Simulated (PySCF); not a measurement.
These are PySCF with PBE-D3(BJ)/def2-TZVP // B3LYP-D3(BJ)/def2-TZVP values and carry that method's errors. Gas-phase values, no solvent. 

Reference species (SMILES): `[OH+]` (lower triplet) (charge +1, multiplicity 3).

* **highest occupied spin orbital**: -23.47 eV

Changed species: `C#C[O+]` (lower triplet) (O, X = ethynyl, multiplicity 3; the reference has O, X = H, multiplicity 3).

### Question
What does the change do to the highest occupied spin orbital?

### Answer
the highest occupied spin orbital goes up by 7.70 eV, to -15.77 eV.
